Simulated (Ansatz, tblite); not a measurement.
Cost and result up the ladder for Mg₃⁻ (the lowest doublet isomer of a short search) (3 atoms). Charge -1, multiplicity 2. Geometry: r2SCAN/def2-TZVPD.

```xyz
3

Mg   -1.186   -0.743   -1.050
Mg    1.236    1.039   -0.673
Mg   -0.050   -0.297    1.723
```

Ansatz on 4 threads of Arm Neoverse V1 on a shared host; xTB runs through tblite on one thread. Times are rough, summed over both states, and most runs start from the orbitals of an earlier one. No level here is sound enough to serve as a yardstick. The other state is a singlet.

The xTB rows come from tblite. The structure comes from a short search, and lower isomers may exist.

Run but left out: HF/def2-TZVPPD, MP2/def2-TZVPPD, CCSD/def2-TZVPPD, CCSD(T)/def2-TZVPPD (doublet: ⟨S²⟩ 1.48, where a pure state has 0.75).

Raw xTB energies of ions are shifted by several eV, and xTB has no spin-polarisation term.

| level | functions | wall time | vertical IE (eV) | remarks |
| --- | --- | --- | --- | --- |
| GFN1-xTB | 12 | 0.003 s | 2.56 | – |
| GFN2-xTB | 27 | 0.007 s | -2.34 | – |
| PBE/def2-TZVPD | 105 | 1.9 s | 0.88 | HOMO above zero (-1 doublet), restricted SCF unstable in HF (singlet) |
| r2SCAN/def2-TZVPD | 105 | 5.7 s | 1.03 | HOMO above zero (-1 doublet), restricted SCF unstable in HF (singlet) |
